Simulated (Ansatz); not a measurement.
## H4N (charge +1), singlet: energies of several shapes or isomers

Program: Ansatz, Gaussian basis, development build. Basis cc-pVDZ, nonrelativistic, 1 orbital frozen in the corrections; active space CAS(8,8). Restricted Hartree–Fock, then the lowest state-specific CASSCF solution met for each case. Single-reference values can break down or jump between states where bonds are stretched. Solutions in different active orbitals can move differences by tenths of an eV and at times more than 1 eV.

Case A:

```xyz
5

N     0.0000    0.0000    0.0000
H     0.6420    0.6420    0.6420
H     0.6420   -0.6420   -0.6420
H    -0.6420    0.6420   -0.6420
H    -0.6420   -0.6420    0.6420
```

Case B:

```tsv
atom	x (Å)	y (Å)	z (Å)
N	0.0000	0.0000	0.0000
H	0.5945	0.5945	0.5945
H	0.5945	-0.5945	-0.5945
H	-0.5945	0.5945	-0.5945
H	-0.5945	-0.5945	0.5945
```

Case C:

```json
{"atom": "N", "x (Å)": "0.0000", "y (Å)": "0.0000", "z (Å)": "0.0000"}
{"atom": "H", "x (Å)": "0.5469", "y (Å)": "0.5469", "z (Å)": "0.5469"}
{"atom": "H", "x (Å)": "0.5469", "y (Å)": "-0.5469", "z (Å)": "-0.5469"}
{"atom": "H", "x (Å)": "-0.5469", "y (Å)": "0.5469", "z (Å)": "-0.5469"}
{"atom": "H", "x (Å)": "-0.5469", "y (Å)": "-0.5469", "z (Å)": "0.5469"}
```

Energy less that of case A, in eV:

```tsv
case	RHF/ROHF	CASSCF
B	-0.706	-0.388
C	-0.214	+0.401
```

(1) Give the SC-NEVPT2 energies against case A.

(2) Which case is lowest, and do the methods agree?

Results:

(1) B: -0.431 eV (-9.9 kcal/mol); C: +0.321 eV (7.4 kcal/mol).

(2) B is lowest in SC-NEVPT2. Of the methods shown, RHF/ROHF, CASSCF agree.
